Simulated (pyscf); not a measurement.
**Substitution at Si: H₃Si–SiH₃ + SiH₃• -> H₃Si–SiH₃ + SiH₃•**

Gas phase, doublet surface, charge 0. Bonds broken: Si1–Si9. Bonds formed: Si1–Si2. PySCF, gas phase, ωB97X-D3(BJ)/def2-SVP geometries.

Transition state (Å):

```xyz
12

Si    -0.7779     0.2772     0.2532
Si    -0.6841    -1.4061     2.0581
H     -0.3074    -0.7549    -0.7339
H     -2.2491     0.4630     0.5030
H      0.2226     1.1236     0.9906
H     -1.1060    -0.7782     3.3464
H      0.7131    -1.9191     2.1876
H     -1.6024    -2.5381     1.7309
Si    -0.8718     1.9606    -1.5517
H     -1.8282     1.5067    -2.6058
H     -1.3314     3.2666    -0.9904
H      0.4875     2.1255    -2.1493
```

One imaginary mode, 464i cm⁻¹; descent along it reached the two sides named.

```csv
bond,change,reactant side (Å),saddle,product side
Si1–Si9,breaks,2.340,2.470,3.6
Si1–Si2,forms,3.6,2.470,2.340
```

Electronic energies relative to the separated reactants (eV):

| level | barrier | reaction energy | reverse barrier |
|---|---|---|---|
| ωB97X-D3(BJ)/def2-TZVP | 0.20 | 0.00 | 0.20 |
| PBE/def2-TZVP | 0.09 | 0.00 | 0.09 |
| r²SCAN/def2-TZVP | 0.17 | 0.00 | 0.17 |
| B3LYP-D3(BJ)/def2-TZVP | 0.26 | 0.00 | 0.26 |
| PBE0-D3(BJ)/def2-TZVP | 0.15 | 0.00 | 0.15 |
| M06-2X/def2-TZVP | 0.40 | 0.00 | 0.40 |
| ωB97M-D3(BJ)/def2-TZVP | 0.36 | 0.00 | 0.36 |
| HF/def2-TZVP | 1.24 | 0.00 | 1.24 |

With ωB97M-D3(BJ)/def2-TZVP energies and thermal terms (ideal gas, 1 atm, RRHO with modes under 100 cm⁻¹ raised to 100, one conformer, R ln 2 for chiral ones without a mode under 150 cm⁻¹), in eV:

```json
[
 {"T (K)": "298", "ΔH‡": "0.35", "ΔG‡": "0.78", "ΔH": "0.00", "ΔG": "0.00"},
 {"T (K)": "600", "ΔH‡": "0.38", "ΔG‡": "1.20", "ΔH": "0.00", "ΔG": "0.00"},
 {"T (K)": "900", "ΔH‡": "0.41", "ΔG‡": "1.61", "ΔH": "0.00", "ΔG": "0.00"},
 {"T (K)": "1200", "ΔH‡": "0.44", "ΔG‡": "2.00", "ΔH": "0.00", "ΔG": "0.00"}
]
```

One saddle was located; it need not be the lowest between these sides. The angle at the attacked Si is 180°.
